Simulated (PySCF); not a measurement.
hydrogen cyanide (CHN), SMILES C#N. Atoms are numbered in the order given.

```xyz
3

C      0.0000     0.0000     0.4964
N      0.0000     0.0000    -0.6492
H      0.0000     0.0000     1.5660
```

Geometry: ωB97X-D3(BJ)/def2-TZVPD.

All values below come from PBE/pcJ-2 (PySCF).

Isotropic couplings with Fermi-contact, spin-dipole and both spin-orbit terms, one fixed conformer, no vibrational averaging. Isotopes: 13C, 14N, 1H.

Task: Estimate the spin–spin coupling constants. (The exact figures need the calculation; the answer reports its results.)

Result: 
```json
[
 {"pair": "C1–N2", "bonds apart": "1", "J (Hz)": "8.2"},
 {"pair": "C1–H3", "bonds apart": "1", "J (Hz)": "253.4"},
 {"pair": "N2–H3", "bonds apart": "2", "J (Hz)": "4.3"}
]
```
